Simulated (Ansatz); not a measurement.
Relaxation of CH₆BCl (9 atoms, charge 0, multiplicity 1), to a largest force component of 0.03 eV/Å in at most 50 steps.

The calculation used RKS B3LYP/6-31G* (Ansatz 0.2.0).

```xyz
9
Properties=species:S:1:pos:R:3:forces:R:3
B -0.052 -0.494 -0.398 -0.13 -1.11 -0.29
C -0.029 -0.089 2.380 -0.01 -0.10 0.06
H -0.942 -0.025 2.976 -0.02 -0.01 0.01
H 0.825 -0.320 3.021 0.02 -0.01 0.02
H 0.145 0.866 1.879 0.00 0.00 -0.02
H 1.055 -0.068 -0.414 0.00 0.00 -0.01
H -1.042 0.158 -0.424 0.01 -0.01 -0.01
Cl -0.248 -2.304 -0.515 0.11 0.97 -0.14
H -0.145 -0.912 1.655 0.03 0.27 0.37
```

Task: Where does it end, and by what steps?

Result: The forces met the threshold. After 10 steps the energy has fallen by 0.187 eV; H9 moved furthest, 0.71 Å.

```csv
step,energy less start (eV),largest force component (eV/Å),accepted
0,0.0000,1.112,yes
1,-0.0968,0.796,yes
2,-0.1511,0.393,yes
3,-0.1701,0.242,yes
4,-0.1757,0.198,yes
5,-0.1742,0.507,no
6,-0.1812,0.074,yes
7,-0.1842,0.067,yes
8,-0.1843,0.142,yes
9,-0.1856,0.176,yes
10,-0.1870,0.002,yes
```

```xyz
9
Properties=species:S:1:pos:R:3
B -0.055 -0.575 -0.923
C -0.029 -0.053 2.787
H -0.914 0.212 3.372
H 0.850 -0.064 3.436
H 0.115 0.687 1.994
H 1.049 -0.138 -0.854
H -1.037 0.093 -0.864
Cl -0.245 -2.304 -1.139
H -0.168 -1.045 2.349
```

Time of the run: 38 s on 1 thread of Intel(R) Xeon(R) Platinum 8375C CPU @ 2.90GHz (Ice Lake), on a shared host, peak memory 0.14 GiB.
